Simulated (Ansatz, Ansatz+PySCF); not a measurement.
```xyz
8

C     0.6707    0.7778   -0.0078
C    -0.6766    0.7786   -0.0008
C    -0.6666   -0.7840    0.0099
C     0.6586   -0.7816   -0.0035
H     1.4471    1.5461    0.0030
H    -1.4460    1.5468   -0.0057
H    -1.4389   -1.5436    0.0022
H     1.4378   -1.5448   -0.0045
```

RHF on singlet C₄H₄ was run in several spherical basis sets with Ansatz (development build ahead of 0.2.0). Caution for RHF: an unrestricted determinant lies well below; in another basis set an unrestricted determinant lies well below.

Q: Rank the basis sets by the total energy that they give, lowest first, with the distance from the lowest.
A. STO-3G
B. 6-31G(d)
C. def2-SVP
D. def2-TZVP
E. cc-pVTZ
F. cc-pVDZ

A: D (0.00 eV), E (0.10 eV), F (1.17 eV), B (1.63 eV), C (4.63 eV), A (53.14 eV).

Totals follow the description of the cores as much as that of the bonds, so this order isn't one of quality for chemistry.
